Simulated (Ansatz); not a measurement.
## CaP₂Ru₂: a prediction, then the measurements

Level of theory: DFT r2SCAN, scalar-relativistic, plane waves, PAW (Ansatz 0.2.0).

Settings: cutoff 500 eV, Γ-centred mesh 12×12×12 on the computed 5-atom cell, Gaussian smearing of 0.10 eV; no spin polarisation.

Relaxed structure, symmetry kept:

```
Ca P Ru
1.0
    -2.02266    2.02266    4.93247
     2.02266   -2.02266    4.93247
     2.02266    2.02266   -4.93247
Ca P Ru
1 2 2
Direct
  0.00000 0.00000 0.00000
  0.63459 0.63459 0.00000
  0.36541 0.36541 0.00000
  0.75000 0.25000 0.50000
  0.25000 0.75000 0.50000
```

```json
{
 "Space group": "I4/mmm (No. 139)",
 "Volume per atom": "16.14 Å³",
 "Formation energy from the elements' standard states (uncorrected)": "-1.028 eV/atom",
 "Generalised Kohn–Sham band gap": "none (metal)",
 "Density of states at the Fermi level": "1.25 states/eV per cell",
 "Löwdin character within 0.5 eV of the Fermi level": "Ru 4d 49 %, P 3p 24 %, unprojected 16 %",
 "Bader charges (e)": "Ca (1 in the cell) 1.42, P (2 in the cell) -0.47, Ru (2 in the cell) -0.24"
}
```

**What was measured.**

From “Construction of A-B hetero-layer intermetallic crystals: case studies of the 1144-phase TM-phosphides AB(TM)4P4 (TM=Fe, Ru, Co, Ni”, 2021, arxiv:2103.15344, for a powder of CaP2Ru2: lattice constant a 4.044 ± 0.004 Å; lattice constant c 9.834 ± 0.001 Å.

A measured lattice constant a of CaP2Ru2 is 4.044 Å (powder; the paper above); the calculated 4.045 Å misses it by 0.0 %. A measured lattice constant c of CaP2Ru2 is 9.834 Å (powder; the paper above); the calculated 9.865 Å misses it by +0.3 %. The calculation is for 0 K without zero-point motion.

Cost: 9 runs of about 12 core-minutes in all, on AMD EPYC 9R45 (Zen 5) (shared hosts).